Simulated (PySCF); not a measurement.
# CH4LiN (Li ... CH4N): the cost of one run

Computed with PySCF 2.14.0 and routines of our own; the level stands in each step. Atoms count from 0.

### Step 1. The starting structure

7 atoms, charge 0, high-spin multiplicity 3; geometry from: GFN2-xTB fragments, placed rigidly.

The system (radical pair): Li···CH4N. The radical centres are 3.37 Å apart, edge to face; the spin sites are atom 0 (1 unpaired) and atoms 1, 2, 3, 4, 5, 6 (1 unpaired).

### Step 2. Magnetic exchange: CASSCF and SC-NEVPT2/def2-TZVP (2,2)

What the job is given:

```
{"job": {"kind": "cas", "basis": "def2-TZVP", "active": "magnetic", "zfs": true}, "charge": 0, "high_spin_multiplicity": 3, "spin_sites": [[[0], 1], [[1, 2, 3, 4, 5, 6], 1]]}
Li    -1.308800     0.000200    -3.193200
C      0.091200     0.000200    -0.133200
N      0.424000     0.000100     1.220100
H      0.246400    -0.923200    -0.658200
H      0.245900     0.923000    -0.659200
H      0.150900     0.839600     1.712400
H      0.150300    -0.839800     1.711200
```

With the program's defaults for keys left out, this is: CASSCF and SC-NEVPT2/def2-TZVP spin states, gas phase.

Launch:

```sh
> OMP_NUM_THREADS=1 python exch_run.py task.json out
```

One launch serves the whole session: the jobs run in the order shown.

**Question.** How long does this first job take on 1 thread of Arm Neoverse N1, shared host, and how much memory does it need?

About 3 s, with a peak of 0.24 GiB.
